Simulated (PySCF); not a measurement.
## Identify the compound

The spectra below were simulated for a compound C5H10.

1H NMR (300 MHz, computed): δ 1.04 (s, 6H), 0.21 (s, 4H).

13C{1H} NMR (computed): δ 28.2, 16.3, 14.1.

[PySCF 2.14.0 with density-fitted response routines: shieldings: GIAO PBE0/pcSseg-2; geometry: PBE0-D3(BJ)/def2-TZVP; one computed conformer; non-relativistic; gas phase; averaged over atoms made equivalent by symmetry, fast rotation or ring inversion]

Scale: 1H and 13C vs TMS (reference shieldings calculated alike).

Question: Deduce the structure.

Answer: 
- Rings plus π bonds: 1 (1 ring in the answer).
- 3 carbon signals for 5 carbons: some carbons are equivalent by symmetry or fast rotation.
- Carbon types of the structure: 1 × C, 2 × CH2, 2 × CH3, which accounts for all hydrogens.
- δC 28.2: methyl carbon; saturated and bonded to C and H only.
- δC 16.3, 14.1: three-membered-ring carbon; carbons of three-membered rings are unusually shielded.
- δH 1.04: hydrogen on a methyl carbon; far from electronegative atoms and π systems.
- δH 0.21: hydrogen on a three-membered-ring carbon; cyclopropane-type protons are shielded by the ring.

Structure: SMILES C1(C)(C)CC1.

The data come from this structure; uniqueness wasn't tested.

Shifts are as computed. Against solution values, carbons near 30 ppm lie about +3 ppm off and those near 130 ppm about +9 ppm. Of 1211 compounds with measured shifts, 218 miss one by over three times the rms of a fit or turn the order of signals round; such compounds aren't used in these exercises. Multiplicities follow the n + 1 count of equivalent neighbours, as no J values were calculated; m marks all less simple cases, F and P coupling included.
